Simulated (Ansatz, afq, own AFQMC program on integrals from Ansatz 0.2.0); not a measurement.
Two steps: Ansatz 0.2.0 writes the Fock matrix and Cholesky factors of the valence space, and afq projects on them the lowest state that overlaps trial and start.

```yaml
crystal:
  periodic: [false, false, false]
  atoms:
    - {symbol: C, position_ang: [-1.685174, -1.065852, -0.180436]}
    - {symbol: O, position_ang: [-1.261379, 0.062505, 0.532035]}
    - {symbol: C, position_ang: [-0.100589, -0.068038, 1.197378]}
    - {symbol: H, position_ang: [-2.654338, -0.826996, -0.637906]}
    - {symbol: H, position_ang: [-1.811391, -1.939810, 0.485841]}
    - {symbol: H, position_ang: [-0.967955, -1.333208, -0.976931]}
    - {symbol: H, position_ang: [0.177372, 0.812708, 1.778385]}
    - {symbol: H, position_ang: [0.209753, -1.071109, 1.515636]}
basis:
  gaussian: {orbitals: def2-SVP}
magnetization: {spin_polarized: true, initial_magnetization: 1}
correlation: {method: ccsd_t, electrons: outside_noble_gas, hamiltonian_folder: ham}
```

```sh
$ ansatz run in.yaml --threads 1 --pin off --events-out ev --progress --plain --max-ram 16896MiB --backend cuda --devices 0, --max-vram 18GiB
```

Options of the walk:

```
--method phaseless --trial hf --walkers 4000 --populations 20 --least-time 40 --time-step 0.005 --steps-per-block 20 --equilibration-blocks 112 --max-blocks 4000 --target-error 0.0013 --factor-cut 1e-05 --start spin_pure --seed 7409 --taylor-order 6
```

Times are imaginary, in 1/Eh. The walk had a cap of 114 s. With eight or more populations the least sampling time is a fifth of least-time, and the error comes from their spread.

afq prints:

```
orbitals 64  electrons 10 9  factors 534 of 684
reference energy -153.32433909 Eh
CCSD correlation -0.48417477 Eh in 12 cycles, weight of the determinant in the CISD state 0.8525
energy of the start -153.324609 Eh
 block  time / (1/Eh)  mean weight  energy / Eh
     1     0.100  1.0026  -153.469859
     2     0.200  1.0041  -153.568891
     3     0.300  1.0035  -153.636394
     4     0.400  1.0039  -153.677909
     5     0.500  1.0033  -153.710729
     9     0.900  1.0009  -153.782020
    25     2.500  0.9999  -153.820467
    49     4.900  1.0001  -153.824377
    73     7.300  1.0003  -153.818236
    97     9.700  0.9999  -153.826699
   121    12.100  1.0000  -153.809551
   145    14.500  0.9996  -153.813058
   169    16.900  1.0000  -153.827781
   193    19.300  1.0003  -153.820801
   217    21.700  0.9999  -153.822854
   241    24.100  0.9997  -153.832053
error from the spread of 20 populations
energy -153.823305 +/- 0.001216 Eh
(rows thinned)
```

The run passed its tests (sampling time, drift between the halves within three errors, error under three times the target), which doesn't prove that it has relaxed.

Against this walk (error 33.1 meV) on the same determinant: CCSD(T) 73.9 meV higher, CCSDT(Q) 27.9 meV higher (within the noise), a separate phaseless walk with a CISD trial and standard settings 36.5 ± 33.7 meV higher (within the noise). The error is statistical and leaves out the bias of the constraint.

Cautions: constraint bias not in the error.

The walk took 64 s on 1 × NVIDIA H100 80GB HBM3 with 2 threads of AMD EPYC 7R13 Processor (Zen 3), with other jobs on the host (the card was shared). The log's last line is the phaseless energy.

CCSDT and higher add their correlation energy to the determinant of the CCSD(T) run, since their own runs factorise the integrals more tightly (a shift of under 2 meV).
